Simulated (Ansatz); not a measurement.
**NHS₂ (singlet): wave-function methods side by side at distance N1–S2 = 3.577 Å, cc-pVDZ**

An exercise on one series of results from a longer session: the logs are not shown, and one member is left open.

Program: Ansatz 0.2.0, Gaussian basis. Level of theory: cc-pVDZ, core rule «outside noble gas», up to 11 orbitals frozen. These are calculated values, not measurements.

Plan: UHF; CCSD(T) on RHF; CCSD(T) on UHF; BCCD(T) on RHF; CISD; CASSCF and MRCISD+Q, 2 electrons in 2 orbitals; CASSCF and NEVPT2, 2 electrons in 2 orbitals.

33 further runs of the same task are left out: 10 for a known fault of the program, 1 for a mislabelled method, 19 that didn't finish, 3 set aside as unsound or not needed.

### What is computed

The geometry derives from a PBE0/def2-TZVP stationary point (not a proven minimum). One bond is set to the value named and the two fragments are kept rigid.

4 atoms, charge 0, spin multiplicity 1.

Atoms are counted from 1 here; the program's logs count them from 0.

Bond lengths: N1–S3 1.617 Å, N1–H4 1.020 Å. Angles: S3–N1–H4 113.9°.

Geometry (Å):

```xyz
4
HNS2
N     0.00000   -0.83932    0.72593
S     0.00000    0.60937   -2.54458
S     0.00000   -0.18431    2.20466
H     0.00000   -1.85885    0.72593
```

The first run:

Input file in.yaml:

```yaml
crystal:
  periodic: [false, false, false]
  atoms:
    - {symbol: N, position_ang: [0.000000, -0.839319, 0.725929]}
    - {symbol: S, position_ang: [0.000000, 0.609371, -2.544580]}
    - {symbol: S, position_ang: [0.000000, -0.184307, 2.204660]}
    - {symbol: H, position_ang: [0.000000, -1.858845, 0.725929]}
basis:
  gaussian: {orbitals: cc-pVDZ}
magnetization: {spin_polarized: true, initial_magnetization: 0}
hamiltonian: {xc: hf}
output: {orbitals: {seedname: orbitals}}
```

Launch:

```bash
$ ansatz run in.yaml --threads 1 --pin off --events-out ev --progress --plain --max-ram 2393MiB
```

Steps of the session up to this table: UHF; CCSD(T) on RHF; CCSD(T) on UHF; BCCD(T) on RHF; CISD; CASSCF and MRCISD+Q, 2 electrons in 2 orbitals; CASSCF and NEVPT2, 2 electrons in 2 orbitals.

One table of the session follows, with a row left open; its other results are not shown here.

| method | from RCCSD(T) (kJ/mol) |
| --- | --- |
| RHF | +1235.5 |
| UHF | +958.3 |
| RMP2 | +178.4 |
| UMP2 | +56.4 |
| CISD | +224.0 |
| RCCSD | +48.1 |
| UCCSD | -74.3 |
| RCCSD(T) | 0 |
| UCCSD(T) | -103.3 |
| BCCD(T) | +0.4 |
| CASSCF pair | +1116.9 |
| NEVPT2 pair | +179.0 |
| MRCISD pair | ? |
| MRCISD+Q pair | +42.5 |

**Question.** Estimate the row for MRCISD pair.

The run gave: from RCCSD(T) (kJ/mol): +181.4. In the column «from RCCSD(T) (kJ/mol)» it lies between NEVPT2 pair (+179.0) and CISD (+224.0).

Limits of these values: The determinant is far from a pure spin state, so its energy mixes those of several spin states (harmless only where they are near-degenerate, as at dissociation). Warnings: restricted reference is unstable; spin contamination. Restricted and unrestricted rows rest on different reference determinants; where their highest levels disagree by more than a few hundredths of an eV, they describe different states and don't form one ladder.
